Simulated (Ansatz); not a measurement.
The inner images of a band of BH3O + FH (7 atoms, charge 0, multiplicity 1) are given out of order.

Computed with UKS PBE0/def2-SVP in Ansatz.

Image 0:

```xyz
7
Properties=species:S:1:pos:R:3
B -0.904 0.428 -0.198
O 0.378 0.442 0.245
H -1.320 -0.621 -0.619
H -1.563 1.441 -0.154
H 1.228 -1.051 0.144
F 1.498 -1.933 0.005
H 0.683 1.294 0.576
```

Image 8:

```xyz
7
Properties=species:S:1:pos:R:3
B -0.688 -0.252 -0.031
O 0.778 0.610 -0.222
H -0.880 -0.620 -1.177
H -1.398 0.622 0.438
H 1.449 -0.024 -0.514
F -0.316 -1.241 0.849
H 1.056 0.906 0.657
```

Task: Put them in order from the first end to the last, with their energies above the first end.
A.
```xyz
7
Properties=species:S:1:pos:R:3
B -0.888 0.427 -0.232
O 0.444 0.503 0.019
H -1.265 -0.519 -0.873
H -1.622 1.298 0.175
H 1.223 -1.039 0.118
F 1.400 -1.944 0.258
H 0.709 1.273 0.536
```
B.
```xyz
7
Properties=species:S:1:pos:R:3
B -0.824 0.398 -0.261
O 0.513 0.616 -0.149
H -1.169 -0.417 -1.077
H -1.596 1.024 0.427
H 1.175 -1.014 0.106
F 1.157 -1.884 0.441
H 0.745 1.278 0.513
```
C.
```xyz
7
Properties=species:S:1:pos:R:3
B -0.568 -0.027 -0.192
O 0.777 0.614 -0.280
H -1.003 -0.387 -1.256
H -1.287 0.415 0.674
H 0.964 -0.575 0.229
F 0.227 -1.349 0.446
H 0.890 1.309 0.378
```
D.
```xyz
7
Properties=species:S:1:pos:R:3
B -0.678 -0.268 -0.061
O 0.816 0.563 -0.276
H -1.002 -0.511 -1.207
H -1.306 0.570 0.568
H 1.477 -0.141 -0.185
F -0.247 -1.353 0.671
H 0.939 1.140 0.490
```
E.
```xyz
7
Properties=species:S:1:pos:R:3
B -0.630 0.225 -0.263
O 0.628 0.786 -0.328
H -1.016 -0.333 -1.257
H -1.333 0.442 0.695
H 1.042 -0.885 0.206
F 0.489 -1.578 0.512
H 0.822 1.342 0.435
```
F.
```xyz
7
Properties=species:S:1:pos:R:3
B -0.632 -0.231 -0.112
O 0.848 0.534 -0.286
H -1.039 -0.408 -1.239
H -1.262 0.474 0.657
H 1.234 -0.260 0.153
F -0.065 -1.378 0.489
H 0.917 1.270 0.338
```
G.
```xyz
7
Properties=species:S:1:pos:R:3
B -0.741 0.350 -0.285
O 0.566 0.734 -0.275
H -1.096 -0.318 -1.222
H -1.481 0.704 0.602
H 1.108 -0.993 0.134
F 0.858 -1.775 0.571
H 0.786 1.299 0.475
```

Result: A (+1.2 kJ/mol), B (+3.5 kJ/mol), G (+5.1 kJ/mol), E (+12.7 kJ/mol), C (+44.5 kJ/mol), F (-23.4 kJ/mol), D (-35.1 kJ/mol).

The run took 2.8 min on 2 threads of Intel(R) Xeon(R) Platinum 8259CL CPU @ 2.50GHz (Skylake/Cascade Lake) (shared host), peak memory 0.16 GiB.
